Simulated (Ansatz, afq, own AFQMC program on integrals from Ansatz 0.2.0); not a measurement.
**Atomization energy of CH, doublet**

| atom | x (Å) | y (Å) | z (Å) |
| --- | --- | --- | --- |
| C | 0.0000 | 0.0000 | 0.0000 |
| H | 0.0000 | 0.0000 | 1.1225 |

Atoms in their ground-state spins without spin–orbit coupling (mostly on UHF) minus the molecule (ROHF), without zero-point energy. The geometry is a stationary point, not shown to be a minimum.

Basis cc-pVTZ. Only valence electrons are correlated. Ansatz 0.2.0 and our own AFQMC program on the same integrals; the CISD trial comes from CCSD amplitudes, and released means the phaseless constraint is let go. Uncertainties: one standard error, sampling alone. The errors of all members are added in quadrature.

Full CI on the same integrals is exact in this basis and with this determinant's frozen core.

Errors are counted within cc-pVTZ, not against nature.

Cautions: CH (doublet): a spin-contaminated unrestricted determinant lies lower (UHF 214 meV lower, ⟨S²⟩ 1.10), the released energies have errors that jump between times, so the bars are unsure, so no released level is given (meV from the phaseless value at times in 1/Eh: -1.7 ± 2.1 at 0.24, 151 ± 155 at 0.51, -3.4 ± 1.4 at 0.99, -6.4 ± 1.7 at 1.62, -4.9 ± 1.2 at 2.40), though the last usable value meets full CI within the noise.

Reference (full CI): 3.538 eV.

```json
{"level": "HF", "atomization energy (eV)": "2.326", "error against FCI (eV)": "-1.212"}
{"level": "MP2", "atomization energy (eV)": "3.390", "error against FCI (eV)": "-0.147"}
{"level": "CCSD", "atomization energy (eV)": "3.495", "error against FCI (eV)": "-0.043"}
{"level": "CCSD(T)", "atomization energy (eV)": "3.532", "error against FCI (eV)": "-0.006"}
{"level": "CCSDT", "atomization energy (eV)": "3.536", "error against FCI (eV)": "-0.001"}
{"level": "CCSDT(Q)", "atomization energy (eV)": "3.537", "error against FCI (eV)": "0.000"}
{"level": "ph-AFQMC/CISD", "atomization energy (eV)": "3.538 ± 0.002", "error against FCI (eV)": "0.000 ± 0.002"}
```

Correlation beyond CCSD(T) adds 0.006 eV. The perturbative (T) step is worth +0.037 eV.

CCSDT and higher add their correlation energy to the determinant of the CCSD(T) run, since their own runs factorise the integrals more tightly (a shift of under 2 meV). A walk keeps the symmetry of its determinant, which the program's search chose and which needn't be the lowest solution, so a lower state of the same spin and another symmetry isn't excluded.
